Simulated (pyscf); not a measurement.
HN=SiH–Cl + H atom (H•) -> [N=SiH–Cl]• + hydrogen (H₂), a hydrogen abstraction (doublet surface; H–N broken, H–H formed). Single points on ωB97X-D3(BJ)/def2-SVP structures (PySCF, gas phase). Energies in eV from the separated reactants.

Small-basis levels: PySCF, no dispersion term, spherical d functions. AM1 to PM7: differences of heats of formation from MOPAC, which are fitted to 298 K values and so differ in kind from electronic energies by zero-point and thermal terms. GFN2-xTB: tblite. Open shells are spin-unrestricted. 

| level | barrier | reaction energy |
|---|---|---|
| HF/STO-3G | 0.20 | -0.95 |
| SVWN5/6-31G* | 0.34 | +0.67 |
| PBE/6-31G* | 0.48 | +0.36 |
| B3LYP/LANL2DZ | 0.52 | +0.21 |
| B3LYP/6-311+G** | 0.52 | +0.25 |
| PBE/def2-SVP | 0.47 | +0.55 |
| B3LYP/def2-SVP | 0.50 | +0.34 |
| GFN2-xTB | 0.67 | +0.95 |
| PM6 | 0.27 | -0.41 |
| ωB97M-D3(BJ)/def2-TZVP | 0.71 | +0.43 |

Against the last row the barrier runs from -0.51 (HF/STO-3G) to -0.04 eV (GFN2-xTB). At SVWN5/6-31G*, PBE/def2-SVP, GFN2-xTB this geometry lies under one side, so the entry may be no barrier of that level: it is a single point on another level's saddle. ωB97M-D3(BJ)/def2-TZVP has limits of its own. The same reactants have a lower exit, to [HN=Si–Cl]• + H₂ (barrier +0.27 eV at ωB97M-D3(BJ)/def2-TZVP, against +0.71 eV here). HN=SiH–Cl lies 1.14 eV over its isomer H₂N–Si:–Cl [singlet] (electronic energy, ωB97M-D3(BJ)/def2-TZVP). [N=SiH–Cl]• lies 1.36 eV over its isomer [HN=Si–Cl]• (electronic energy, ωB97M-D3(BJ)/def2-TZVP). This is the saddle that the search found; another between the same sides may lie lower. The angle at the transferred H is 161°.
